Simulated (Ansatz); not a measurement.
# BClH2O: the cost of one run

Method: RKS B3LYP-D4/6-31G*, in Ansatz 0.2.0.

## Step 1: The structure to begin with

Bond lengths: B1–O2 1.410 Å, O2–H3 1.010 Å, B1–Cl4 1.860 Å, B1–H5 1.190 Å. Angles: B1–O2–H3 109.5°, O2–B1–Cl4 120.0°, O2–B1–H5 120.0°, Cl4–B1–H5 120.0°.

As a file:

```xyz
5

B     0.0000    0.0000    0.0000
O     0.0000    0.0000    1.4100
H    -0.9095   -0.2814    1.7471
Cl    1.6108    0.0000   -0.9300
H    -1.0305    0.0000   -0.5950
```

## Step 2: Relaxing the start

File input.yaml:

```yaml
crystal:
  periodic: [false, false, false]
  atoms:
    - { symbol: B, position_ang: [0.0, 0.0, 0.0] }
    - { symbol: O, position_ang: [0.0, 0.0, 1.41] }
    - { symbol: H, position_ang: [-0.9095, -0.2814, 1.7471] }
    - { symbol: Cl, position_ang: [1.6108, 0.0, -0.93] }
    - { symbol: H, position_ang: [-1.0305, 0.0, -0.595] }
basis:
  gaussian: { orbitals: "6-31G*" }
hamiltonian:
  xc: b3lyp
  dispersion: d4
relax:
  f_tol: 0.02
  max_steps: 40
output:
  orbitals: {}
```

On the command line:

```console
ansatz run input.yaml --threads 1 --pin off --max-ram 2048MiB --backend cpu --events-out ev --progress --plain --runs-dir out
```

**Question.** How long does this run take on 1 thread of Intel Xeon 6975P-C (Granite Rapids), shared host, and how much memory does it need?

About 5.2 s, with a peak of 0.14 GiB.
